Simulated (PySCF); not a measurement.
C₂H₂O₂, SMILES O=CC=O, B3LYP/def2-SVP optimised geometry.

```
6

O      1.40    -1.02     0.00
C      0.76     0.00     0.00
C     -0.76     0.00     0.00
O     -1.40     1.02     0.00
H      1.22     1.02     0.00
H     -1.22    -1.02     0.00
```

Density from B3LYP/def2-TZVP run with PySCF 2.14.0 at that geometry.

Minimum of the electron density along straight lines between bonded atoms, close to the bond critical point (lines longer than 1.1 times the sum of covalent radii, or with two minima, are not listed):

| bond | length / Å | ρ at the minimum / e bohr⁻³ | ∇²ρ there / e bohr⁻⁵ | position (fraction from the first atom) |
|---|---|---|---|---|
| O1–C2 | 1.203 | 0.427 | -0.02 | 0.67 |
| C2–C3 | 1.527 | 0.262 | -0.70 | 0.50 |
| C3–O4 | 1.203 | 0.427 | -0.02 | 0.34 |
| C2–H5 | 1.120 | 0.274 | -0.96 | 0.66 |
| C3–H6 | 1.120 | 0.274 | -0.96 | 0.66 |
